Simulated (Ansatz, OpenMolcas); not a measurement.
**Worked example: vertical ionisation energy of CH4S (methanethiol)**

CH4S has 6 atoms, charge 0, and is taken as a singlet. SMILES: `CS`. The shape is that of a PBE0-D4/def2-TZVP optimisation.

Both states at this one shape; open shells run unrestricted unless said. 1 Eh = 27.2114 eV.

```tsv
level	program	singlet CH4S (Eh)	doublet CH4S+ (Eh)
B3LYP/cc-pVTZ	OpenMolcas	-438.755535	-438.410529
PBE0/cc-pVTZ	OpenMolcas	-438.540839	-438.198064
CCSDTQ/STO-3G, 6 core orbitals frozen	Ansatz	-433.004834	-432.782088
```

Work out the vertical ionisation energy at each level.


1. B3LYP/cc-pVTZ: -438.410529 − (-438.755535) = 0.345006 Eh = 9.39 eV; against experiment -0.05 eV.
2. PBE0/cc-pVTZ: -438.198064 − (-438.540839) = 0.342775 Eh = 9.33 eV; against experiment -0.11 eV.
3. CCSDTQ/STO-3G: -432.782088 − (-433.004834) = 0.222746 Eh = 6.06 eV; against experiment -3.38 eV.

The measured vertical value is 9.44 eV (NIST CCCBDB). Minimal sets are far from the basis-set limit.
